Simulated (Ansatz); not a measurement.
hcp Tl was calculated with LDA (plane waves, PAW; Ansatz, an electronic-structure program).

Numerical settings: plane-wave cutoff 500 eV, 16×10×1 k mesh (along the axes of the cell as run), Fermi–Dirac smearing 0.1 eV, scalar-relativistic PAW data made under PBE.

Task: What does this level give for the surface energy of the (10-10) face and work function of the (10-10) face?

Result: 
- surface energy of the (10-10) face = 0.56 J/m²
- work function of the (10-10) face = 4.03 eV

The slab of 10 atoms is relaxed and unreconstructed.

Spin–orbit coupling is not included; it can shift volumes and moduli of such heavy elements.

Computed values are for the static lattice.
